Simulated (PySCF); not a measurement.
# Which basis set comes closest?

Molecule: SMILES FC=O, CHFO.

Structure with atom numbers: `[O:1]=[CH:2][F:3]`; H(Xn) means a hydrogen on atom n.

Geometry PBE0-D3(BJ)/def2-SVP throughout; GIAO in PySCF, gas phase, one conformer, non-relativistic; equivalent atoms averaged; functional PBE0.

Reference values (HF/multiwavelet basis limit; gas (isolated, no vibration); Jensen, Fla, Jonsson, Monstad, Ruud, Frediani, PCCP 2016, 18, 21145): σ(O1) = -133.2 ppm, σ(C2) = 32.1 ppm, σ(F3) = 186.1 ppm, σ(H(C2)) = 24.38 ppm.

Task: How do the basis sets STO-3G, 6-31G, 6-31G*, def2-SVP, 6-311+G(2d,p), def2-TZVP perform against the reference? Times are CPU seconds on 1 thread of an Arm Neoverse V2, shared host.

Result: 
```csv
basis set,functions,O1,C2,F3,H(C2),abs. error O,abs. error C,abs. error F,abs. error H,core-s
STO-3G,16,-58.7,125.4,207.7,24.97,74.5,93.3,21.6,0.59,0.56
6-31G,29,-134.2,50.7,115.6,24.28,1.0,18.6,70.5,0.10,1.1
6-31G*,44,-83.4,51.5,143.6,24.35,49.8,19.4,42.5,0.03,1.4
def2-SVP,47,-97.0,47.9,146.6,24.25,36.2,15.8,39.5,0.13,1.4
"6-311+G(2d,p)",87,-118.6,31.7,126.6,23.56,14.6,0.4,59.5,0.82,2.1
def2-TZVP,99,-122.4,31.1,123.7,23.63,10.8,1.0,62.4,0.75,2.5
```

For 17O the closest is 6-31G (1.0 ppm) and the furthest STO-3G (74.5 ppm).

For 13C the closest is 6-311+G(2d,p) (0.4 ppm) and the furthest STO-3G (93.3 ppm).

For 19F the closest is STO-3G (21.6 ppm) and the furthest 6-31G (70.5 ppm).

For 1H the closest is 6-31G* (0.03 ppm) and the furthest 6-311+G(2d,p) (0.82 ppm). Where a smaller basis beats a larger one, errors probably cancel. One molecule is a small sample, and the reference may use another geometry.

A small basis that lands close on one nucleus may do so by chance; judge by the trend and by all nuclei.
